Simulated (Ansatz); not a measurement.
Input for Ansatz (development build ahead of 0.2.0):

```yaml
crystal:
  periodic: [false, false, false]
  atoms:
    - { symbol: B, position_ang: [0.6999, 0.4492, 0.2905] }
    - { symbol: B, position_ang: [-0.6999, -0.4492, -0.2905] }
    - { symbol: H, position_ang: [-0.1338, 0.673, -0.7182] }
    - { symbol: H, position_ang: [0.1338, -0.673, 0.7182] }
    - { symbol: H, position_ang: [0.5426, 1.3052, 1.122] }
    - { symbol: H, position_ang: [1.7879, 0.1905, -0.1546] }
    - { symbol: H, position_ang: [-1.7879, -0.1905, 0.1546] }
    - { symbol: H, position_ang: [-0.5426, -1.3052, -1.122] }
basis:
  gaussian: { orbitals: def2-SVP }
magnetization:
  spin_polarized: true
  initial_magnetization: 2
hamiltonian:
  xc: hf
correlation:
  method: mp2
  frozen_orbitals: { B: 1, H: 0 }
output:
  forces: true
```

The input is written out in the form of the current development build from the run's settings.

Output:

```yaml
Converged: yes
Reference_energy: -52.50597 hartree
Correlation_energy: -0.22328 hartree
Total_energy: -52.72925 hartree
Spin_squared_of_the_determinant: 2.031
Stability_test: minimum
```

Forces (eV/Å):
```json
{"atom": "B1", "Fx": "-2.420", "Fy": "0.619", "Fz": "1.030"}
{"atom": "B2", "Fx": "11.169", "Fy": "-4.379", "Fz": "-6.184"}
{"atom": "H3", "Fx": "-0.023", "Fy": "0.250", "Fz": "0.844"}
{"atom": "H4", "Fx": "-0.141", "Fy": "0.842", "Fz": "0.211"}
{"atom": "H5", "Fx": "0.674", "Fy": "0.561", "Fz": "0.401"}
{"atom": "H6", "Fx": "0.319", "Fy": "-0.237", "Fz": "-0.281"}
{"atom": "H7", "Fx": "-5.513", "Fy": "0.736", "Fz": "1.716"}
{"atom": "H8", "Fx": "-4.065", "Fy": "1.607", "Fz": "2.263"}
```

Caution: another spin multiplicity may lie lower; MP2 forces lie far from those of the mean fields; the determinant breaks the point group.
